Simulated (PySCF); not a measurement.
How methods differ on the ionisation energy of O

O [He] 2s2 2p4 (3P) → O⁺ [He] 2s2 2p3 (4S), as a difference of total energies. All numbers are calculated (PySCF 2.14, no relativity, point nucleus, in dyall-av2z (11s7p2d, 42 functions)). Correlated levels: valence: 1s2 frozen; virtual orbitals above 40 to 60 times the deepest correlated orbital energy dropped. The calculations carry no spin-orbit coupling.

| method | ionisation energy (eV) |
| --- | --- |
| UHF | 11.982 |
| MP2 (valence) | 13.091 |
| SCS-MP2 (valence) | 13.148 |
| CCSD (valence) | 13.097 |
| CCSD(T) (valence) | 13.137 |
| CCSDT (valence) | 13.142 |

Q: How much does correlation contribute at CCSD(T) (valence)?

A: 13.137 − (11.982) = 1.155 eV, measured against UHF.

Errors of the correlated levels include the incompleteness of this basis and the frozen core.

For comparison: 13.608 eV (measured; NIST levels, between the centres of gravity of the two terms).
